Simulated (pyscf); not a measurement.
Optimised with ωB97X-D3(BJ)/def2-SVP in PySCF.

Task: PBE/def2-TZVP puts the barrier of F–SiH₂–SiH₃ + H atom (H•) → F–SiH₂–SiH₂• + hydrogen (H₂) (hydrogen abstraction; doublet surface; H–Si broken, H–H formed) at -0.1 kcal/mol and the reaction energy at -17.0 kcal/mol, from the separated reactants. What do r²SCAN/def2-TZVP, PBE0-D3(BJ)/def2-TZVP, ωB97M-D3(BJ)/def2-TZVP give on the same structures?

Result: r²SCAN: ΔE‡ = -1.4 kcal/mol, ΔE = -18.9 kcal/mol; PBE0-D3(BJ): ΔE‡ = 1.4 kcal/mol, ΔE = -15.7 kcal/mol; ωB97M-D3(BJ): ΔE‡ = 4.3 kcal/mol, ΔE = -14.9 kcal/mol. PBE's barrier lies among them. Its reaction energy lies among theirs. At r²SCAN this geometry lies under the reactants; that is no barrier but a single point on another level's saddle; such a level's own saddle, if it has one, lies nearer that side and is low. This is the saddle that the search found; another between the same sides may lie lower. The angle at the transferred H is 177°.
